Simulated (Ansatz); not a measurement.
# CH5ClSi: the cost of one run

Method: PBE0-D4/def2-SVP; program: Ansatz 0.2.0, Gaussian basis.

16 further runs of the same task are left out: 16 set aside as unsound or not needed.

### 1 The starting structure

The first end: 8 atoms, charge 0, spin multiplicity 1.

Atoms are counted from 1 here; the program's logs count them from 0.

Bond lengths: Si1–Cl2 2.062 Å, Si1–C3 1.857 Å, Si1–H5 1.483 Å, Si1–H6 1.483 Å, C3–H4 1.092 Å, C3–H7 1.094 Å, C3–H8 1.092 Å. Angles: Cl2–Si1–C3 109.6°, Cl2–Si1–H5 107.2°, Cl2–Si1–H6 107.2°, C3–Si1–H5 111.5°, C3–Si1–H6 111.5°, H5–Si1–H6 109.5°, Si1–C3–H4 110.8°, Si1–C3–H7 110.0°, Si1–C3–H8 110.8°, H4–C3–H7 108.4°, H4–C3–H8 108.5°, H7–C3–H8 108.4°.

As a file:

```xyz
8
CH5ClSi
Si   -0.3754   -0.5553   -0.5268
Cl    0.5554   -0.2567   -2.3424
C     0.3430    0.5967    0.7401
H     1.4127    0.4167    0.8644
H    -1.8236   -0.3069   -0.7295
H    -0.1646   -1.9752   -0.1534
H    -0.1474    0.4434    1.7055
H     0.1998    1.6373    0.4422
```

The second end:

```xyz
8
CH5ClSi
Si   -1.1183   -0.5983    0.0987
Cl    2.2886    0.3853   -1.7448
C     0.0079    0.4528    0.8241
H     1.3351    0.3145   -0.8527
H    -2.1888   -0.1143   -0.7959
H    -1.0517   -2.0641    0.2639
H     0.7819    0.0944    1.4937
H    -0.0547    1.5297    0.7131
```

### 2 The band at PBE0-D4/def2-SVP

Contents of neb/in.yaml:

```yaml
crystal:
  periodic: [false, false, false]
  atoms:
    - {symbol: Si, position_ang: [-0.375382, -0.555265, -0.526803]}
    - {symbol: Cl, position_ang: [0.555410, -0.256664, -2.342425]}
    - {symbol: C, position_ang: [0.342999, 0.596684, 0.740063]}
    - {symbol: H, position_ang: [1.412690, 0.416698, 0.864398]}
    - {symbol: H, position_ang: [-1.823581, -0.306920, -0.729502]}
    - {symbol: H, position_ang: [-0.164574, -1.975186, -0.153406]}
    - {symbol: H, position_ang: [-0.147379, 0.443357, 1.705480]}
    - {symbol: H, position_ang: [0.199818, 1.637296, 0.442195]}
basis:
  gaussian: {orbitals: def2-SVP}
hamiltonian: {xc: pbe0, dispersion: d4}
neb:
  images: 5
  climbing: true
  max_iterations: 40
  initial_path: idpp
  final_atoms:
    - {symbol: Si, position_ang: [-1.118269, -0.598252, 0.098683]}
    - {symbol: Cl, position_ang: [2.288610, 0.385287, -1.744788]}
    - {symbol: C, position_ang: [0.007895, 0.452804, 0.824102]}
    - {symbol: H, position_ang: [1.335071, 0.314493, -0.852736]}
    - {symbol: H, position_ang: [-2.188768, -0.114322, -0.795922]}
    - {symbol: H, position_ang: [-1.051732, -2.064108, 0.263904]}
    - {symbol: H, position_ang: [0.781921, 0.094420, 1.493693]}
    - {symbol: H, position_ang: [-0.054726, 1.529678, 0.713065]}
```

Started as:

```console
ansatz run in.yaml --threads 2 --pin off --events-out ev --progress --plain --max-ram 4352MiB
```

**Question.** How long does this run take on 2 threads of Arm Neoverse V2, shared host?

About 94 s.
